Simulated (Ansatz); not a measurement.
`FCC(F)(F)F`, relaxed with RKS PBE0-D4/def2-TZVP in Ansatz 0.2.0 from a PBE-D4/def2-SVP geometry. The force threshold is 0.005 eV/Å; the program also tests the step.

The species carries charge 0 and has multiplicity 1.

Start:

```xyz
8

F     0.777   -0.191   -1.606
C     0.351    0.506   -0.504
C    -0.328   -0.435    0.485
F     0.514   -1.396    0.916
F    -0.738    0.281    1.559
F    -1.404   -1.038   -0.057
H     1.212    0.987    0.008
H    -0.383    1.287   -0.800
```

| step | energy (eV) | largest force (eV/Å) | largest move (Å) |
| --- | --- | --- | --- |
| 1 | -12967.1926 | 0.716 | 0.000 |
| 2 | -12967.2248 | 0.293 | 0.014 |
| 3 | -12967.2291 | 0.014 | 0.008 |
| 4 | -12967.2291 | 0.005 | 0.001 |

End:

```xyz
8

F     0.770   -0.186   -1.590
C     0.347    0.510   -0.495
C    -0.325   -0.431    0.483
F     0.505   -1.382    0.907
F    -0.734    0.270    1.547
F    -1.389   -1.027   -0.054
H     1.202    0.975    0.000
H    -0.375    1.271   -0.799
```

It took 12 s on 4 threads of a server CPU on a shared host, with 0.45 GiB of host memory at the peak.
